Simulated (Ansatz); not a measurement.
Geometry optimisation, RKS PBE/STO-3G in Ansatz 0.2.0.

Input file:

```yaml
crystal:
  periodic: [false, false, false]
  atoms:
    - { symbol: S, position_ang: [-1.4026, 0.4172, 0.8019] }
    - { symbol: C, position_ang: [-0.3699, -0.4504, -0.0968] }
    - { symbol: S, position_ang: [1.2303, 0.1142, -0.4401] }
    - { symbol: H, position_ang: [-0.5482, -1.4249, -0.515] }
    - { symbol: H, position_ang: [1.1403, 1.2704, 0.2086] }
basis:
  gaussian: { orbitals: STO-3G }
hamiltonian:
  xc: pbe
relax:
  f_tol: 0.02
  max_steps: 40
scf:
  lower_state_search: "off"
output:
  orbitals: {}
```

Command:

```bash
$ ansatz run input.yaml --threads 1 --pin off --max-ram 2048MiB --backend cpu --events-out ev --progress --plain --runs-dir out
```

**Question.** Where does it end, and by what steps?

**Answer.** It converged. Limits of this set-up: minimal basis. After 7 steps the energy has fallen by 0.193 eV; S1 moved furthest, 0.12 Å.

| step | energy less start (eV) | largest force component (eV/Å) | accepted |
| --- | --- | --- | --- |
| 0 | 0.0000 | 2.107 | yes |
| 1 | -0.0005 | 1.395 | yes |
| 2 | -0.1430 | 1.166 | yes |
| 3 | -0.0867 | 2.665 | no |
| 4 | -0.1832 | 0.375 | yes |
| 5 | -0.1915 | 0.120 | yes |
| 6 | -0.1929 | 0.021 | yes |
| 7 | -0.1929 | 0.006 | yes |

```xyz
5
Properties=species:S:1:pos:R:3
S -1.506 0.368 0.816
C -0.383 -0.414 -0.058
S 1.276 0.092 -0.471
H -0.548 -1.415 -0.521
H 1.211 1.295 0.193
```

Whether the end is a true minimum wasn't checked by a vibrational analysis.

Run time: 4 s on 1 CPU thread of a shared host.
